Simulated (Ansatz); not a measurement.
# Other spins and charges of GeH2⁺, doublet at one geometry

Geometry (PBE0/def2-TZVP stationary point for this spin, not checked as a minimum):

```
atom   x (Å)    y (Å)    z (Å)
  Ge  0.0000  -0.0207   0.0000
   H  0.0000   0.7445  -1.3499
   H  0.0000   0.7445   1.3499
```

Basis aug-cc-pVDZ; Ansatz 0.2.0. Only valence electrons are correlated (noble-gas cores and the filled d shells of p-block atoms frozen). R marks a restricted (for open shells ROHF) determinant, U an unrestricted one. Active spaces: valence = (5e, 6o) chosen from the atoms' valence shells. No spin–orbit coupling is included, and no scalar relativity.

Gaps are energies of the second state less the first, at fixed atoms, for a selection of the levels run; each method lands on the state that its own search finds for that charge and spin.

For open shells CISD is restricted-active-space CI with the open shells as a complete middle space.

Task: PBE gives -7.975 eV for adding an electron, to the triplet. Estimate what UCCSDT(Q) gives in aug-cc-pVDZ.

Result: UCCSDT(Q) in aug-cc-pVDZ gives -7.884 eV, so against it PBE is off by -0.091 eV, of which a good part can be the reference's own basis and frozen-core error.

```
                   level  gap (eV)  error (meV)
                    UMP2    -7.828           56
                   UCCSD    -7.861           23
                UCCSD(T)    -7.880            4
  NEVPT2 (valence space)    -7.706          178
  MRCISD (valence space)    -7.834           50
MRCISD+Q (valence space)    -7.874           10
                  r2SCAN    -8.157         -273
                 wB97M-V    -7.869           15
                  B2PLYP    -7.843           41
                 RPA-PBE    -7.965          -81
```

Quartet less doublet: 4.400 eV at full CI (doublet A1, quartet A2, in C2v).

```tsv
level	gap (eV)	error (meV)
RHF	4.296	-104
RMP2	4.329	-71
CISD	4.353	-47
RCCSD	4.413	13
RCCSD(T)	4.403	3
BCCD(T)	4.404	4
RCCSDT	4.401	1
RCCSDT(Q)	4.400	0
CASSCF (valence space)	4.319	-81
NEVPT2 (valence space)	4.334	-66
MRCISD (valence space)	4.403	3
MRCISD+Q (valence space)	4.400	0
PBE	4.298	-102
r2SCAN	4.177	-223
PBE0	4.338	-62
B3LYP	4.487	87
wB97M-V	4.600	200
B2PLYP	4.461	61
PBE-QIDH	4.396	-4
RPA-PBE	4.530	130
```

In so small a basis the reference is far from its limit while semilocal and hybrid functionals are nearer theirs (RPA and double hybrids share part of the reference's basis error), so the functionals' errors here hold much of the reference's basis and frozen-core error, which can add to them or hide them.

The reference is named with each gap: full CI where it ran, else the highest cluster level, uncertain by about the last step of the series. The frozen core follows each run's orbitals, which can shift R against U totals by a few meV for light atoms and by up to 0.1 eV past Ca.
